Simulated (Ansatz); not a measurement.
Geometry optimisation, RKS B3LYP/cc-pVDZ in Ansatz.

Input:

```yaml
crystal:
  periodic: [false, false, false]
  atoms:
    - { symbol: B, position_ang: [-0.216, -0.483, -0.227] }
    - { symbol: O, position_ang: [0.3121, 0.5072, 0.7304] }
    - { symbol: H, position_ang: [0.2098, -1.5075, -0.1186] }
    - { symbol: H, position_ang: [-1.3619, -0.5335, -0.0471] }
    - { symbol: H, position_ang: [-0.0842, -0.0643, -1.3748] }
    - { symbol: H, position_ang: [-0.0923, 1.404, 0.5178] }
    - { symbol: H, position_ang: [1.2938, 0.6091, 0.4735] }
basis:
  gaussian: { orbitals: cc-pVDZ }
hamiltonian:
  xc: b3lyp
relax:
  f_tol: 0.02
  max_steps: 40
scf:
  lower_state_search: "off"
```

Command:

```bash
$ ansatz run input.yaml --threads 1 --pin off --max-ram 2048MiB --backend cpu --events-out ev --progress --plain --runs-dir out
```

Q: Where does it end, and by what steps?

A: It converged. After 5 steps the energy has fallen by 0.692 eV; B1 moved furthest, 0.18 Å.

```
step  energy less start (eV)  largest force component (eV/Å)  accepted
   0                  0.0000                           3.162       yes
   1                 -0.4994                           1.856       yes
   2                 -0.6848                           0.225       yes
   3                 -0.6866                           0.138       yes
   4                 -0.6918                           0.022       yes
   5                 -0.6919                           0.006       yes
```

```xyz
7
Properties=species:S:1:pos:R:3
B -0.321 -0.563 -0.357
O 0.370 0.570 0.753
H 0.294 -1.571 -0.081
H -1.487 -0.541 -0.023
H -0.071 -0.070 -1.443
H -0.032 1.437 0.578
H 1.309 0.670 0.527
```

Time of the run: 2.7 s on 1 CPU thread of a shared host.
